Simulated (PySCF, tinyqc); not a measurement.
G0W0 on RHF in the sto-3g basis, for BH, spin multiplicity 1, step by step. The lowest restricted solution is unstable here: a spin-polarised one lies 0.0063 hartree lower (PySCF). One step of it, computed by the program tinyqc.

Task: Iteration 1: building the Fock matrix. J_ij = sum D_kl (ij|kl), K_ij = sum D_kl (ik|jl); F = H + J - 0.5 K; E = tr D H + tr D J / 2 - 0.25 tr D K + E_nn.

D at the start, lower triangle:
```
            1B 1s      1B 2s    1B 2px    1B 2py    1B 2pz     2H 1s
1B 1s    2.180230
1B 2s   -0.569154   2.125608
1B 2px   0.000000   0.000000  0.320772
1B 2py   0.000000   0.000000  0.000000  0.320772
1B 2pz   0.008618  -0.027435  0.000000  0.000000  0.301876
2H 1s   -0.032471   0.120265  0.000000  0.000000  0.054259  0.975477
```

core Hamiltonian H = T + V (hartree), lower triangle:
```
             1B 1s      1B 2s     1B 2px     1B 2py     1B 2pz      2H 1s
1B 1s   -12.616716
1B 2s    -3.266951  -3.707301
1B 2px    0.000000   0.000000  -2.895977
1B 2py    0.000000   0.000000   0.000000  -2.895977
1B 2pz   -0.008213  -0.082497   0.000000   0.000000  -2.944631
2H 1s    -0.215244  -0.683274   0.000000   0.000000  -0.738888  -1.943131
```

Two-electron integrals (ij|kl) in chemists' order, unique and non-zero (hartree):
```
(11|11) 2.923513   (21|11) 0.518376   (21|21) 0.109262   (22|11) 0.744229
(22|21) 0.193177   (22|22) 0.544804   (31|31) 0.020264   (32|31) 0.029996
(32|32) 0.120346   (33|11) 0.742491   (33|21) 0.193240   (33|22) 0.544682
(33|33) 0.586773   (41|41) 0.020264   (42|41) 0.029996   (42|42) 0.120346
(43|43) 0.031630   (44|11) 0.742491   (44|21) 0.193240   (44|22) 0.544682
(44|33) 0.523513   (44|44) 0.586773   (51|51) 0.020264   (52|51) 0.029996
(52|52) 0.120346   (53|53) 0.031630   (54|54) 0.031630   (55|11) 0.742491
(55|21) 0.193240   (55|22) 0.544682   (55|33) 0.523513   (55|44) 0.523513
(55|55) 0.586773   (61|11) 0.033496   (61|21) 0.007037   (61|22) 0.012496
(61|33) 0.012447   (61|44) 0.012447   (61|51) 0.000500   (61|52) 0.000928
(61|55) 0.012600   (61|61) 0.000467   (62|11) 0.108544   (62|21) 0.028772
(62|22) 0.093285   (62|33) 0.090444   (62|44) 0.090444   (62|51) 0.003095
(62|52) 0.021303   (62|55) 0.098865   (62|61) 0.001977   (62|62) 0.025979
(63|31) 0.002424   (63|32) 0.012309   (63|53) 0.003665   (63|63) 0.002303
(64|41) 0.002424   (64|42) 0.012309   (64|54) 0.003665   (64|64) 0.002303
(65|11) 0.115764   (65|21) 0.031014   (65|22) 0.105681   (65|33) 0.100502
(65|44) 0.100502   (65|51) 0.005088   (65|52) 0.033143   (65|55) 0.115912
(65|61) 0.002195   (65|62) 0.033954   (65|65) 0.045776   (66|11) 0.295263
(66|21) 0.079488   (66|22) 0.291517   (66|33) 0.277605   (66|44) 0.277605
(66|51) 0.008094   (66|52) 0.077384   (66|55) 0.318920   (66|61) 0.005467
(66|62) 0.115485   (66|65) 0.162095   (66|66) 0.774606
```

nuclear repulsion = 1.47814863 hartree

Give: Coulomb J; exchange K; Fock matrix F; total energy of this density.

Result:

Coulomb J (hartree), lower triangle:
```
         1B 1s   1B 2s  1B 2px  1B 2py  1B 2pz   2H 1s
1B 1s   8.3908
1B 2s   1.6861  3.3921
1B 2px  0.0000  0.0000  3.3734
1B 2py  0.0000  0.0000  0.0000  3.3734
1B 2pz  0.0079  0.0781  0.0000  0.0000  3.4162
2H 1s   0.1093  0.6114  0.0000  0.0000  0.7106  2.2438
```

exchange K (hartree), lower triangle:
```
         1B 1s   1B 2s  1B 2px  1B 2py  1B 2pz   2H 1s
1B 1s   6.0352
1B 2s   1.0867  1.3381
1B 2px  0.0000  0.0000  0.4792
1B 2py  0.0000  0.0000  0.0000  0.4792
1B 2pz  0.0036  0.0381  0.0000  0.0000  0.5281
2H 1s   0.0776  0.3591  0.0000  0.0000  0.2689  0.8681
```

Fock matrix F (hartree), lower triangle:
```
          1B 1s    1B 2s  1B 2px  1B 2py   1B 2pz    2H 1s
1B 1s   -7.2435
1B 2s   -2.1242  -0.9843
1B 2px   0.0000   0.0000  0.2379
1B 2py   0.0000   0.0000  0.0000  0.2379
1B 2pz  -0.0022  -0.0235  0.0000  0.0000   0.2075
2H 1s   -0.1447  -0.2514  0.0000  0.0000  -0.1628  -0.1334
```

total energy of this density = -24.515072 hartree

This density is the starting one; it is not idempotent, so its energy is not variational and may lie below the converged one.
